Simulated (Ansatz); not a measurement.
## FeSb$_{2}$: computed properties

Level of theory: DFT PBEsol, scalar-relativistic, plane waves, PAW (Ansatz 0.2.0).

Plane waves to 420 eV, a k mesh through Γ of 6×6×12 on the computed 6-atom cell and Gaussian smearing (0.10 eV); no spin polarisation.

The structure is relaxed at this level of theory with its symmetry kept. Whether it is the stable form of this composition wasn't checked.

```yaml
crystal:
  lattice:
    - [5.77296, 0.00000, 0.00000]
    - [0.00000, 6.42969, 0.00000]
    - [0.00000, 0.00000, 3.11787]
  atoms:
    - { symbol: Fe, position: [0.00000, 0.00000, 0.00000] }
    - { symbol: Fe, position: [0.50000, 0.50000, 0.50000] }
    - { symbol: Sb, position: [0.19086, 0.64653, 0.00000] }
    - { symbol: Sb, position: [0.80914, 0.35347, 0.00000] }
    - { symbol: Sb, position: [0.69086, 0.85347, 0.50000] }
    - { symbol: Sb, position: [0.30914, 0.14653, 0.50000] }
```

```
Space group                                                       : Pnnm (No. 58)
Volume per atom                                                   : 19.29 Å³
Formation energy from the elements' standard states (uncorrected) : -0.095 eV/atom
Kohn–Sham band gap                                                : none (metal)
Density of states at the Fermi level                              : 0.45 states/eV per cell
Löwdin character within 0.5 eV of the Fermi level                 : Fe 3d 76 %, Sb 5p 20 %
Bulk modulus                                                      : 118 GPa
Its pressure derivative                                           : 4.8
Bader charges (e)                                                 : Fe (2 in the cell) -0.13, Sb (4 in the cell) 0.07
```

Spin-orbit coupling is left out, which matters for the bands of heavy elements.

A ferromagnetic start lost its moments in a first run, so spin was left out; other magnetic orders weren't tried.